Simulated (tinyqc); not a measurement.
A ladder of methods, and size consistency: correlation methods against full CI in the sto-6g basis, for HF, spin multiplicity 1. Computed by the program tinyqc with PySCF. All electrons correlated; +Q is the Davidson correction (1 - c0^2) E_corr. The last columns treat two copies 100 angstrom apart as one system. FCI is the lowest singlet.

Geometry (angstrom):
```
atom,x,y,z
F,0.0000,0.0000,0.0000
H,0.0000,0.0000,0.8310
```

RHF energy of one = -99.477044 hartree

Correlation energies (hartree):
```
method,E_corr of one,share of FCI (%),E_corr of two at 100 angstrom,two minus twice one (mhartree)
MP2,-0.013956,69.5639,-0.027913,0.0000
CISD,-0.020063,100.0000,-0.039729,0.3969
CISD+Q,-0.020265,101.0097,-0.040506,0.0244
CCSD,-0.020063,100.0000,-0.040126,0.0000
CCSD(T),-0.020063,100.0000,-0.040126,0.0000
FCI,-0.020063,100.0000,-,-
```

What does the comparison show, and why?

MP2 recovers 70 %, CISD 100.0 % and CCSD 100.0 % of the FCI value (c0^2 = 0.990 in CISD). MP2 and coupled cluster are size consistent, so their last column vanishes; CISD loses 0.40 mhartree, since a double excitation on each copy is a quadruple of the pair, and the Davidson correction leaves +0.02. With two electrons, or one virtual orbital, CISD and CCSD are exact for one copy, so +Q overshoots there.
